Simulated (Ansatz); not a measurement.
# CH₃S (doublet): the correlation ladder, cc-pV(D+d)Z

An exercise on one series of results from a longer session: the logs are not shown, and one member is left open.

Computed with Ansatz 0.2.0, Gaussian basis. Level: cc-pV(D+d)Z, core rule «outside noble gas», up to 6 orbitals frozen.

Plan: UHF; CCSD(T) on ROHF; CCSD(T) on UHF; BCCD(T) on ROHF; CISD; CCSDT(Q) on ROHF; CCSDT(Q) on UHF; CASSCF and MRCISD+Q, 13 electrons in 11 orbitals; CASSCF and NEVPT2, 13 electrons in 11 orbitals.

14 further runs of the same task are left out: 1 that didn't finish, 13 set aside as unsound or not needed.

**The system**

The geometry is an MP2(full)/6-31G* stationary point (not a proven minimum).

5 atoms, charge 0, spin multiplicity 2.

Atoms are counted from 1 here; the program's logs count them from 0.

Bond lengths: C1–S2 1.799 Å, C1–H3 1.095 Å, C1–H4 1.090 Å, C1–H5 1.090 Å. Angles: S2–C1–H3 107.0°, S2–C1–H4 111.6°, S2–C1–H5 111.6°, H3–C1–H4 108.0°, H3–C1–H5 108.0°, H4–C1–H5 110.4°.

The first run:

in.yaml reads:

```yaml
crystal:
  periodic: [false, false, false]
  atoms:
    - {symbol: C, position_ang: [-0.002063, 1.200529, 0.000000]}
    - {symbol: S, position_ang: [-0.002063, -0.598272, 0.000000]}
    - {symbol: H, position_ang: [1.045062, 1.521364, 0.000000]}
    - {symbol: H, position_ang: [-0.477424, 1.602744, 0.895197]}
    - {symbol: H, position_ang: [-0.477424, 1.602744, -0.895197]}
basis:
  gaussian: {orbitals: "cc-pV(D+d)Z.json"}
magnetization: {spin_polarized: true, initial_magnetization: 1}
hamiltonian: {xc: hf}
output: {orbitals: {seedname: orbitals}}
```

Command:

```bash
$ ansatz run in.yaml --threads 1 --pin off --events-out ev --progress --plain --max-ram 2880MiB --backend cpu
```

Among the steps run: UHF; CCSD(T) on ROHF; CCSD(T) on UHF; BCCD(T) on ROHF; CISD; CCSDT(Q) on ROHF; CCSDT(Q) on UHF; CASSCF and MRCISD+Q, 13 electrons in 11 orbitals; CASSCF and NEVPT2, 13 electrons in 11 orbitals.

One table of the session follows, with a row left open; its other results are not shown here.

| method | from UCCSDT(Q) (meV) |
| --- | --- |
| ROHF | +8283.0 |
| UHF | +8159.5 |
| RMP2 | +1176.8 |
| UMP2 | +1194.7 |
| CISD | +916.6 |
| RCCSD | +239.8 |
| UCCSD | +236.6 |
| RCCSD(T) | +33.7 |
| UCCSD(T) | ? |
| BCCD(T) | +33.0 |
| RCCSDT | +13.1 |
| UCCSDT | +12.7 |
| RCCSDT(Q) | +0.4 |
| UCCSDT(Q) | 0 |
| CASSCF valence | +5893.8 |
| NEVPT2 valence | +1428.6 |
| MRCISD valence | +479.7 |
| MRCISD+Q valence | +27.8 |

**Question.** Estimate the row for UCCSD(T).

**Answer.** from UCCSDT(Q) (meV): +33.5. In the column «from UCCSDT(Q) (meV)» it lies between BCCD(T) (+33.0) and RCCSD(T) (+33.7).

To keep in mind: Restricted and unrestricted rows rest on different reference determinants; where their highest levels disagree by more than a few hundredths of an eV, they describe different states and don't form one ladder.
